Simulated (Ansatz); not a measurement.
C$_{2}$HNOS, 6 atoms. Total charge 0; spin multiplicity 1. The bonds changed during the relaxation, so this is another structure than the one it started from. All runs use 2 threads of an Arm Neoverse V1 on a shared host. Correlated methods freeze the cores.

Give the basis size and wall time and peak host memory of each of these runs in Ansatz. RHF-CCSD(T)/def2-SVP energy; RHF-MP2/def2-QZVPP energy; RKS PBE0-D4/def2-TZVP frequencies; RKS ωB97M-V/def2-SVP energy; RKS r2SCAN0-D4/def2-TZVPP energy; direct RPA on PBE orbitals/def2-TZVPP energy; RKS ωB97X-V/def2-TZVPP energy; RHF-CCSD(T)/def2-TZVPP energy; RKS PBE0-D4/def2-QZVPP energy; RKS PBE0-D4/def2-SVP energy; RKS LC-ωPBE/def2-TZVPP energy; RKS PBE0-D4/def2-TZVP relaxation (8 steps). (An estimate is asked.)

Computed: Other jobs shared the machine, so times are rough.

| level | job | functions | wall time | peak host memory (GiB) |
| --- | --- | --- | --- | --- |
| RKS PBE0-D4/def2-SVP | energy | 79 | 1.2 s | 0.13 |
| RKS LC-ωPBE/def2-TZVPP | energy | 180 | 2.4 s | 0.23 |
| RHF-CCSD(T)/def2-SVP | energy | 79 | 2.9 s | 0.23 |
| RKS r2SCAN0-D4/def2-TZVPP | energy | 180 | 4.7 s | 0.38 |
| RKS ωB97M-V/def2-SVP | energy | 79 | 4.8 s | 0.2 |
| direct RPA on PBE orbitals/def2-TZVPP | energy | 180 | 6 s | 0.35 |
| RKS PBE0-D4/def2-QZVPP | energy | 328 | 7 s | 0.76 |
| RKS ωB97X-V/def2-TZVPP | energy | 180 | 7.5 s | 0.45 |
| RHF-MP2/def2-QZVPP | energy | 328 | 15 s | 1.2 |
| RKS PBE0-D4/def2-TZVP | relaxation (8 steps) | 167 | 31 s | 0.33 |
| RHF-CCSD(T)/def2-TZVPP | energy | 180 | 60 s | 1.8 |
| RKS PBE0-D4/def2-TZVP | frequencies | 167 | 92 s | 0.33 |

LC-ωPBE has ω = 0.4 bohr⁻¹.
